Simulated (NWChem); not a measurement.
Total energies of Si₂

```
Si
Si 1 2.1533
```
Charge 0, spin multiplicity 3.

Everything below was run with NWChem. All single points use one geometry, from UPBE0/def2-SVP, a minimum by its harmonic frequencies.

Basis set: def2-QZVP (140 functions).

| method | total energy (Ha) | relative cost |
|---|---|---|
| UHF | -577.76468 | 1 |
| UMP2 | -577.95365 | under 3 |
| UB2PLYP | -578.64183 | under 3 |
| UPBE | -578.59402 | under 3 |
| UB3LYP | -578.91809 | under 3 |
| UBP86 | -578.94038 | under 3 |

Total energies of different functionals aren't comparable as a measure of quality: only differences taken within one method are. Costs are rough ratios of processor time within this set of runs, SCF included, with UHF as 1.

The correlated methods keep 10 core orbitals frozen. B3LYP has NWChem's definition, with VWN1-RPA local correlation. This spin state was chosen for the runs; another may lie lower. The structure started from a generated list of species. The unpaired electrons of the parent sit in orbitals of symmetry ag and b2u (D2h labels of the run); other states weren't searched. No SCF solution was tested for a lower state. Open-shell Hartree-Fock references start from PBE0 orbitals; any time given for them includes that run.
